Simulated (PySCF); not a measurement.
Gas-phase reaction: 4 H₂SiNH + 3 Cl → H₃SiSiCl₃ + Si₂N + 3 NH₃

Method: PySCF energies (xtb for GFN2) plus ideal-gas RRHO corrections (1 bar). † marks an energy on the PBE0/def2-TZVP geometry and frequencies; other levels use their own. 6-31G* has spherical d functions here. Open shells (unrestricted): Cl (multiplicity 2, electronic degeneracy 6), Si₂N (multiplicity 2, electronic degeneracy 4); the rest are closed-shell singlets. GFN2 has no spin-polarisation term. Spin-orbit splitting is ignored; it lowers the true energy and changes the entropy of Cl, Si₂N. B3LYP is the form with VWN-RPA correlation. H₂SiNH, H₃SiSiCl₃: computed as isolated molecules; such fragments, hydroxides, amides, oligomers or adducts are transient or little studied in the gas. The harmonic model lacks anharmonicity and excited electronic states, which grow with temperature; levels with a mode under 35 cm⁻¹ are left out. Internal rotation in H₃SiSiCl₃ is treated as a harmonic vibration of one conformer, which makes the entropy rough.

| level | ΔE electronic, kJ | ΔH°(298 K), kJ | ΔS°(298 K), J/K | ΔG°(2500 K), kJ |
|---|---|---|---|---|
| B3LYP/6-31G* | -1210 | -1152 | -278 | -415 |
| GFN2-xTB | -521 | -468 | -259 | 223 |
| M06-2X/def2-TZVP† | -1308 | -1251 | -274 | -525 |
| PBE/def2-TZVP† | -1285 | -1227 | -274 | -502 |
| ωB97M-V/def2-TZVP† | -1297 | -1239 | -274 | -514 |
| ωB97X-V/def2-TZVP† | -1279 | -1221 | -274 | -496 |
ΔH° is lowest at M06-2X/def2-TZVP† and highest at GFN2-xTB. No reference value is set beside these.
